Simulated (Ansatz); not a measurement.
## Interaction energy ladder

The pair of NH3 (SMILES N, atoms 1–4) and CH4O (SMILES CO, atoms 5–10), both closed shells, in one local arrangement (a lower one may exist), relaxed at PBE0-D4/def2-TZVP:

```xyz
10
angstrom
N 0.3478 -0.0780 -1.9953
H -0.3768 -0.1263 -1.2856
H 0.1094 0.6829 -2.6189
H 0.2968 -0.9316 -2.5371
C 0.2965 0.1217 1.4320
O -0.9493 -0.0999 0.7991
H 1.0485 0.1297 0.6433
H 0.5414 -0.6745 2.1448
H 0.3253 1.0858 1.9529
H -1.6394 -0.1097 1.4647
```

Ansatz 0.2.0; basis: def2-TZVPPD, with def2-QZVPPD for the basis limit; cores frozen in the correlated methods. B3LYP uses VWN-RPA correlation. Extrapolation: Hartree–Fock as exp(−7.88 √X), correlation as X^−2.97. Interaction energies count from these two fragments, frozen as in the pair, with the counterpoise correction; negative means bound.

Q: What is the interaction energy by CCSD(T) at an estimated basis limit (MP2 extrapolated from triple and quadruple zeta, plus CCSD(T) − MP2 in triple zeta)? (To be estimated.)

A: The calculation gives: -3.41 kcal/mol. Hartree–Fock alone gives -1.34 kcal/mol at the basis limit. It counts from the two fragments frozen as in the pair.

The same quantity by other methods in triple zeta, and each one's difference from that estimate:
| method | E_int (kcal/mol) | difference |
| --- | --- | --- |
| PBE-D4 | -3.40 | 0.00 |
| revPBE-D4 | -2.84 | 0.57 |
| BLYP-D4 | -3.03 | 0.38 |
| r2SCAN-D4 | -3.22 | 0.19 |
| B97M-V | -3.23 | 0.18 |
| PBE0-D4 | -3.35 | 0.06 |
| B3LYP-D4 | -3.27 | 0.14 |
| HSE06-D4 | -3.34 | 0.07 |
| wB97X-V | -3.26 | 0.15 |
| wB97M-V | -3.25 | 0.15 |
| B2PLYP | -2.63 | 0.78 |
| HF | -1.33 | 2.08 |
| MP2 | -3.16 | 0.25 |
| CCSD | -2.83 | 0.58 |
| CCSD(T) | -3.10 | 0.31 |
Differences are method less estimate.

Q: Which atoms make the shortest contact between the fragments?

A: H2 and O6, 2.16 Å apart.

Basis-set superposition shift (counterpoise-corrected less uncorrected): CCSD(T) 0.40; MP2 0.41; HF 0.05; PBE0-D4 0.08; wB97M-V 0.09 kcal/mol.

T1 diagnostic: at most 0.010.

For scale, one of the runs: CCSD(T)/def2-TZVPPD, 233 basis functions, launched by `ansatz run in.yaml --threads 4 --pin off --events-out ev --progress --plain --max-ram 9574MiB`. Hardware: 4 CPU threads of an Intel Xeon 6975P-C, shared host. Wall time 18 s; peak host memory 4.7 GiB.
